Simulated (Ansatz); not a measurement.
# AlMgH (singlet): the correlation ladder at scale of all distances = 1.000, cc-pVDZ

An exercise on one series of results from a longer session: the logs are not shown, and one member is left open.

Computed with Ansatz 0.2.0, Gaussian basis. Level: cc-pVDZ, core rule «outside noble gas», up to 10 orbitals frozen.

To be run: UHF; CCSD(T) on RHF; CCSD(T) on UHF; BCCD(T) on RHF; CISD; CCSDT(Q) on RHF; CCSDT(Q) on UHF; CASSCF and MRCISD+Q, 2 electrons in 2 orbitals; CASSCF and NEVPT2, 2 electrons in 2 orbitals; CASSCF and MRCISD+Q, 6 electrons in 9 orbitals; CASSCF and NEVPT2, 6 electrons in 9 orbitals; Full CI.

12 further runs of the same task are left out: 2 for a known fault of the program, 7 that didn't finish, 3 set aside as unsound or not needed. Runs told in other sessions of the task aren't counted.

**The system**

The geometry derives from a PBE0/def2-TZVP stationary point (not a proven minimum). All distances are scaled together.

3 atoms, charge 0, spin multiplicity 1.

Atoms are counted from 1 here; the program's logs count them from 0.

Bond lengths: Al1–H3 1.697 Å.

Geometry (Å):

```xyz
3
AlHMg
Al    0.00000   -0.05629    1.35750
Mg    0.00000    0.00050   -1.53473
H     0.00000    1.49487    0.66872
```

Set-up of the first run:

Contents of in.yaml:

```yaml
crystal:
  periodic: [false, false, false]
  atoms:
    - {symbol: Al, position_ang: [0.000000, -0.056293, 1.357502]}
    - {symbol: Mg, position_ang: [0.000000, 0.000499, -1.534727]}
    - {symbol: H, position_ang: [0.000000, 1.494872, 0.668724]}
basis:
  gaussian: {orbitals: cc-pVDZ}
magnetization: {spin_polarized: true, initial_magnetization: 0}
hamiltonian: {xc: hf}
output: {orbitals: {seedname: orbitals}}
```

Command:

```
> ansatz run in.yaml --threads 1 --pin off --events-out ev --progress --plain --max-ram 2393MiB
```

Among the steps run: UHF; CCSD(T) on RHF; CCSD(T) on UHF; BCCD(T) on RHF; CISD; CCSDT(Q) on RHF; CCSDT(Q) on UHF; CASSCF and MRCISD+Q, 2 electrons in 2 orbitals; CASSCF and NEVPT2, 2 electrons in 2 orbitals; CASSCF and MRCISD+Q, 6 electrons in 9 orbitals; CASSCF and NEVPT2, 6 electrons in 9 orbitals; Full CI.

One of the session's tables, all rows but one given; the rest of the session is left out.

It belongs to the step «Misses and costs». 

| method | from FCI (meV) |
| --- | --- |
| RHF | +3244.3 |
| UHF | ? |
| RMP2 | +956.8 |
| CISD | +345.2 |
| RCCSD | +129.7 |
| RCCSD(T) | +34.2 |
| BCCD(T) | +33.9 |
| RCCSDT | +7.4 |
| RCCSDT(Q) | +1.5 |
| CASSCF valence | +1168.7 |
| NEVPT2 valence | +385.9 |
| MRCISD valence | +61.4 |
| MRCISD+Q valence | +22.1 |
| FCI | 0 |

Estimate the missing values for UHF.

The run gave: from FCI (meV): +3156.4. In the column «from FCI (meV)» it lies between CASSCF valence (+1168.7) and RHF (+3244.3).

Not comparable, so not listed: CCSD(T) on UHF; CCSDT(Q) on UHF (they don't share determinant, frozen orbitals or solution with the rows shown, or repeat one).

Limits of these values: Left out of the table: CASSCF pair, NEVPT2 pair, MRCISD pair, MRCISD+Q pair (the active space lost an orbital or holds another state than full CI finds). Warnings in the runs' records: passed over end.
